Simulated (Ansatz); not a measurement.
**ClH2SSi radical: a rigid scan of the bond length Si2–Cl3**

An exercise on one series of results from a longer session: the logs are not shown, and one member is left open.

Method: single points in def2-TZVPP; program: Ansatz 0.2.0, Gaussian basis.

Levels: PBE-D4, r2SCAN-D4, PBE0-D4, B3LYP-D4, wB97M-V, Hartree-Fock, MP2, CCSD, CCSD(T). The scan takes 1.846, 1.887, 1.948, 2.018, 2.096, 2.180, 2.269, 2.363, 2.461 Å.

Correlated methods freeze the cores. Orbitals are unrestricted. B3LYP uses VWN-RPA correlation.

27 further runs of the same task are left out: 27 set aside as unsound or not needed.

**Starting geometry**

SMILES `[S][SiH2]Cl`, 5 atoms, charge 0, spin multiplicity 2.

Atoms are counted from 1 here; the program's logs count them from 0.

Bond lengths: S1–Si2 2.108 Å, Si2–Cl3 2.070 Å, Si2–H4 1.485 Å, Si2–H5 1.484 Å. Angles: S1–Si2–Cl3 110.9°, S1–Si2–H4 111.2°, S1–Si2–H5 110.0°, Cl3–Si2–H4 108.8°, Cl3–Si2–H5 108.4°, H4–Si2–H5 107.4°.

As a file:

```
S    -1.1034   -0.3466    1.6752
Si    0.1151   -0.0764   -0.0231
Cl   -0.7562    1.2480   -1.3536
H     0.3585   -1.3644   -0.7212
H     1.4359    0.4657    0.3813
```

The first run:

Input file pre/in.yaml:

```yaml
crystal:
  periodic: [false, false, false]
  atoms:
    - {symbol: S, position_ang: [-1.103400, -0.346600, 1.675200]}
    - {symbol: Si, position_ang: [0.115100, -0.076400, -0.023100]}
    - {symbol: Cl, position_ang: [-0.756200, 1.248000, -1.353600]}
    - {symbol: H, position_ang: [0.358500, -1.364400, -0.721200]}
    - {symbol: H, position_ang: [1.435900, 0.465700, 0.381300]}
basis:
  gaussian: {orbitals: def2-SVP}
magnetization: {spin_polarized: true, initial_magnetization: 1}
hamiltonian: {xc: pbe, dispersion: d4}
relax: {f_tol: 0.03, max_steps: 250}
```

The command line of these runs was not kept.

Steps of the session up to this table: A first relaxation in a small basis; Finding the minimum; The minimum at every level; Si2–Cl3 = 1.846 Å; Si2–Cl3 = 1.887 Å; Si2–Cl3 = 1.948 Å; Si2–Cl3 = 2.018 Å; Si2–Cl3 = 2.096 Å; Si2–Cl3 = 2.180 Å; Si2–Cl3 = 2.269 Å; Si2–Cl3 = 2.363 Å; Si2–Cl3 = 2.461 Å.

One table of the session follows, with a row left open; its other results are not shown here.

Energies less that of the minimum at the same level (meV):

```
bond length (Å)  PBE-D4  PBE0-D4  B3LYP-D4  wB97M-V  Hartree-Fock
          1.846     588      533       577      545           574
          1.887     364      319       355      328           346
          1.948     143      114       137      119           126
          2.018      20       11        18       12            13
2.051 (minimum)       0        0         0        0             0
          2.096       4       17         7       16            16
          2.180       ?        ?         ?        ?             ?
          2.269     247      316       264      316           330
          2.363     470      570       496      576           602
          2.461     735      868       770      881           924
```

Q: Estimate the row for bond length (Å) = 2.180 from the others.

Worked estimate for «PBE-D4». A straight line through the neighbours (2.096, 4) and (2.269, 247) gives 4 + (247 − 4) × (2.180 − 2.096) / (2.269 − 2.096) = 122; a parabola fitted to 4 rows on both sides gives 87.

As computed: PBE-D4: 85; PBE0-D4: 125; B3LYP-D4: 95; wB97M-V: 124; Hartree-Fock: 128. In «PBE-D4» the line misses by +37 and the parabola by +2.
